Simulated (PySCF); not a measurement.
Cyclopropanone, C₃H₄O, SMILES O=C1CC1, point group C2v.

Level: PBE0/pcSseg-1 in PySCF (density fitting, grid level 2); geometry and Hessian at that level, cubic constants and property derivatives from steps of ±0.6 along each species' dimensionless normal coordinates, second-order vibrational perturbation theory. The parent has the commonest isotopes.

Equilibrium geometry (Å):

```json
{"atom": "O1", "x": "1.6407", "y": "1.3578", "z": "-0.0835"}
{"atom": "C2", "x": "0.7212", "y": "0.5974", "z": "-0.0435"}
{"atom": "C3", "x": "0.2634", "y": "-0.7919", "z": "-0.0354"}
{"atom": "C4", "x": "-0.7276", "y": "0.4099", "z": "0.0315"}
{"atom": "H5", "x": "0.4024", "y": "-1.3880", "z": "0.8666"}
{"atom": "H6", "x": "0.3048", "y": "-1.3663", "z": "-0.9609"}
{"atom": "H7", "x": "-1.3330", "y": "0.6199", "z": "-0.8503"}
{"atom": "H8", "x": "-1.2357", "y": "0.5987", "z": "0.9772"}
```

**Question.** Give the equilibrium and ground-state rotational constants (MHz) of parent; ¹³C at 2; ²H at 5.

**Answer.** 
| species | Ae | Be | Ce | A0 | B0 | C0 | Δ0 (u Å²) | harmonic ZPE (cm⁻¹) |
| --- | --- | --- | --- | --- | --- | --- | --- | --- |
| parent | 20500 | 7491.4 | 5920.4 | 20289 | 7474.6 | 5889 | -6.705 | 13412 |
| ¹³C at 2 | 20500 | 7481.5 | 5914.3 | 20288 | 7465.3 | 5883.3 | -6.707 | 13361 |
| ²H at 5 | 18689 | 7240.3 | 5703.2 | 18508 | 7222.8 | 5673.1 | -8.192 | 12728 |

Δ0 = Ic − Ia − Ib from the ground-state constants.

**Question.** How is the parent's vibrational correction B0 − Be made up?

**Answer.** 
```json
{"axis": "a", "harmonic": "58.2", "Coriolis": "-26.5", "cubic": "-243", "total (MHz)": "-212"}
{"axis": "b", "harmonic": "12.5", "Coriolis": "-6.13", "cubic": "-23.1", "total (MHz)": "-16.8"}
{"axis": "c", "harmonic": "4.34", "Coriolis": "-1.81", "cubic": "-33.9", "total (MHz)": "-31.4"}
```

**Question.** And its quartic centrifugal distortion constants from the harmonic force field?

**Answer.** Asymmetric top, A reduction, Ir representation: ΔJ = 1.71 kHz, ΔJK = 17.4 kHz, ΔK = 17.6 kHz, δJ = 0.389 kHz, δK = 8.62 kHz.
